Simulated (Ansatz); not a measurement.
Ansatz (a first-principles code) input (HSE06/def2-TZVPD):

Ansatz 0.2 input:
```yaml
crystal:
  periodic: [false, false, false]
  atoms:
    - {symbol: C, position_ang: [0.01271391, 0.96429296, 0.09450453]}
    - {symbol: C, position_ang: [0.74968012, -0.36903942, 0.02506042]}
    - {symbol: C, position_ang: [-0.75912986, -0.34917026, 0.02530572]}
    - {symbol: H, position_ang: [0.01871361, 1.43221813, -0.90372881]}
    - {symbol: H, position_ang: [1.21151338, -0.75423325, -0.89420606]}
    - {symbol: H, position_ang: [1.27979107, -0.73318520, 0.91105030]}
    - {symbol: H, position_ang: [-1.29835796, -0.69923418, 0.91146945]}
    - {symbol: H, position_ang: [-1.23124509, -0.72206515, -0.89380892]}
basis:
  gaussian:
    orbitals: def2-TZVPD
hamiltonian:
  xc: {name: HSE06}
total_charge: -1
output: {forces: true}
```

End of the output:

```
integrals: 0.05 GiB planned
777 factors; their error is unknown
integrals: 0.09 GiB planned
126 factors; integrals over basis functions are off by at most 4.5e-7 eV
mean field: 0.62 GiB planned
mean field evaluation 1: about -3183.2341 eV, gradient 3.5e1 eV
mean field evaluation 2: about -3154.4959 eV, gradient 8.6e1 eV
mean field evaluation 4: about -3186.5637 eV, gradient 6.5e0 eV
mean field evaluation 8: about -3186.6886 eV, gradient 2.5e-1 eV
mean field evaluation 16: about -3186.6716 eV, gradient 1.6e-4 eV
mean field -3186.67158950 eV, -117.1080209105 hartree, gradient 6.2e-6 eV, S^2 0.000000; 0 other end points of the search recorded, 0 dependent functions left out
the calculation of the forces begins
reference -3186.67163482 eV, -117.1080225760 hartree; 12, 12 occupied and 144, 144 virtual orbitals, 777 factors
Total energy: -3186.67163482 eV, -117.1080225760 hartree
Atom 0 at     0.012714     0.964293     0.094505 Å, force    -0.004383    -0.331898    -0.078302 eV/Å
Atom 1 at     0.749680    -0.369039     0.025060 Å, force    -0.201428     0.108868     0.058081 eV/Å
Atom 2 at    -0.759130    -0.349170     0.025306 Å, force     0.204244     0.103526     0.058015 eV/Å
Atom 3 at     0.018714     1.432218    -0.903729 Å, force     0.000009     0.000504     0.014260 eV/Å
Atom 4 at     1.211513    -0.754233    -0.894206 Å, force    -0.000534     0.038770    -0.034823 eV/Å
Atom 5 at     1.279791    -0.733185     0.911050 Å, force    -0.022035     0.021037     0.008800 eV/Å
Atom 6 at    -1.298358    -0.699234     0.911469 Å, force     0.022584     0.020450     0.008793 eV/Å
Atom 7 at    -1.231245    -0.722065    -0.893809 Å, force     0.001544     0.038742    -0.034824 eV/Å
Dipole moment:    -0.009189    -0.694011    -0.308341 e Å
```

It need not be the lowest isomer of its formula. Whether it binds its extra electron was not tested at this geometry.
